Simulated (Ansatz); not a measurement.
in.yaml

```yaml
crystal:
  periodic: [false, false, false]
  atoms:
    - {symbol: Ga, position_ang: [-0.000001, -0.315610, 2.430018]}
    - {symbol: C, position_ang: [-0.000043, -0.107891, 0.446447]}
    - {symbol: S, position_ang: [0.000000, -0.424142, -1.207132]}
    - {symbol: H, position_ang: [0.000043, 0.847643, -1.669333]}
basis:
  gaussian: {orbitals: cc-pVDZ}
magnetization: {spin_polarized: false}
correlation: {method: bccd_t, electrons: outside_noble_gas}
```

```sh
$ ansatz run in.yaml --threads 1 --pin off --events-out ev --progress --plain --max-ram 2393MiB
```

Log:

```
696 factors; integrals over basis functions are off by at most 1.4e-3 eV
mean field evaluation 1: about -64192.5452 eV, gradient 1.7e1 eV
mean field evaluation 2: about -64192.5782 eV, gradient 1.7e1 eV
mean field evaluation 4: about -64193.8816 eV, gradient 2.9e0 eV
mean field evaluation 8: about -64193.9706 eV, gradient 1.0e-1 eV
mean field evaluation 16: about -64193.4567 eV, gradient 1.1e1 eV
mean field evaluation 32: about -64193.9691 eV, gradient 1.9e-1 eV
mean field evaluation 64: about -64190.2732 eV, gradient 9.3e0 eV
mean field -64193.97069054 eV, -2359.0849106412 hartree, gradient 1.7e-6 eV, S^2 0.000000; 3 other end points of the search recorded, 0 dependent functions left out; unrestricted orbitals would lower it
mean field evaluation 96: about -64194.3872 eV, gradient 1.8e0 eV
determinant -64193.97069054 eV, -2359.0849106412 hartree, with singles and doubles -64202.95511697 eV, -2359.4150822225 hartree
determinant -64192.11775003 eV, -2359.0168163333 hartree, with singles and doubles -64200.98170187 eV, -2359.3425605554 hartree
20 core orbitals not correlated: weight in the atoms' cores, before any rotation towards them, 0.996 or more for the frozen orbitals, at most 0.002 for the correlated occupied ones
reference -64193.97069054 eV, -2359.0849106412 hartree; 7, 7 occupied and 37, 37 virtual orbitals, 696 factors
second order -7.89351731 eV of doubles, -0.00000000 eV of singles
cycle   1  -8.94279079 eV  change    4.2e-2 eV  update   1.7e-2
cycle   2  -8.95021013 eV  change   -7.4e-3 eV  update   4.5e-3
cycle   3  -8.95004409 eV  change    1.7e-4 eV  update   1.8e-3
cycle   4  -8.94767491 eV  change    2.4e-3 eV  update   8.1e-4
cycle   5  -8.94769061 eV  change   -1.6e-5 eV  update   3.7e-4
cycle   6  -8.94766437 eV  change    2.6e-5 eV  update   1.8e-4
cycle   7  -8.94763368 eV  change    3.1e-5 eV  update   6.3e-5
cycle   8  -8.94763553 eV  change   -1.9e-6 eV  update   2.2e-5
cycle   9  -8.94762316 eV  change    1.2e-5 eV  update   1.1e-5
perturbative correction -0.43678805 eV, -0.0160516648 hartree
Total energy: -64203.35510175 eV, -2359.4297813922 hartree
```

For the same geometry and basis RCCSDT(Q) lies 73.7 meV lower.

Ran on 1 thread of Arm Neoverse N1, shared host: 6 s wall, 0.2 GiB peak host memory.
